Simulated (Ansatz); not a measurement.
Born–Oppenheimer molecular dynamics of AlH7NP (10 atoms, charge 0, multiplicity 1). It starts at the highest image of a converged band. Of that band: Neighbouring images differ by up to 1.3 eV, so the band resolves the path poorly. A vibrational analysis at the climbing image gives one clearly imaginary mode, 1236i cm⁻¹: a first-order saddle point.

Level of theory: RKS B3LYP-D4/def2-SVP (Ansatz).

```yaml
ensemble: NVE (velocity Verlet)
time_step: 0.5 fs
steps_asked: 200
starting_velocities_drawn_for: 100 K
seed: 4182
```

First frame:

```xyz
10
Properties=species:S:1:pos:R:3
Al -0.419 -0.243 -0.892
N 0.511 1.336 -0.394
H 0.426 -1.269 -1.748
H -1.983 -0.038 -1.002
H 0.417 0.489 0.764
P 0.081 -0.854 1.755
H 0.037 2.233 -0.288
H 1.480 1.500 -0.669
H 0.708 -1.927 1.053
H -1.258 -1.226 1.421
```

Question: How far do the bonds stretch over the last three quarters of this one trajectory? (Pairs bonded in most of those frames.)

Answer: 
```tsv
bond	mean (Å)	spread (Å)	shortest	longest
Al1–N2	2.262	0.164	1.89	2.45
Al1–H3	1.598	0.018	1.57	1.63
Al1–H4	1.598	0.009	1.58	1.61
Al1–P6	2.419	0.221	2.10	2.78
N2–H5	1.038	0.068	0.93	1.13
N2–H7	1.025	0.022	0.99	1.06
N2–H8	1.026	0.028	0.97	1.09
P6–H9	1.433	0.009	1.41	1.44
P6–H10	1.439	0.014	1.41	1.46
```

Mean temperature of the second half: 781 K. The conserved energy stayed within 0.42 meV per atom of its start (net change 0.16 meV per atom), so the integration is sound. The system heated up, since it started high on the potential surface and ran downhill. A run of 0.1 ps of so small a system gives no equilibrium averages. The orbitals stay closed-shell, which can raise the energy where a bond breaks towards radicals; this wasn't checked here.

Time of the run: 4.4 min on 2 threads of Arm Neoverse V2, with other jobs on the host, peak memory 0.16 GiB.
